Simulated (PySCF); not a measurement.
Homolysis of single bonds, series acetyl-X. All species are isolated molecules in the gas phase. One relaxed conformer stands for each flexible species; it need not be the lowest. Strings in code marks are SMILES.

These are PBE-D3(BJ)/def2-TZVP (PySCF) values and carry that method's errors. 

```csv
species,dipole moment (D),highest occupied spin orbital (eV)
radical fragment (`O[C]=O` (O–C–O–H torsion 0°)),–,-5.64
radical fragment (`C[O]`),2.11,-5.95
radical fragment (`O=[C][SiH3]`),1.54,[?]
radical fragment (`[SiH3]`),0.03,-5.32
radical fragment (`O=[C]B`),0.04,-5.48
radical fragment (`[C-]#[N+]`),[?],-9.35
```

Question: Complete the blanks.

Answer: 
- radical fragment (`O=[C][SiH3]`), highest occupied spin orbital (eV): -4.25
- radical fragment (`[C-]#[N+]`), dipole moment (D): 1.13
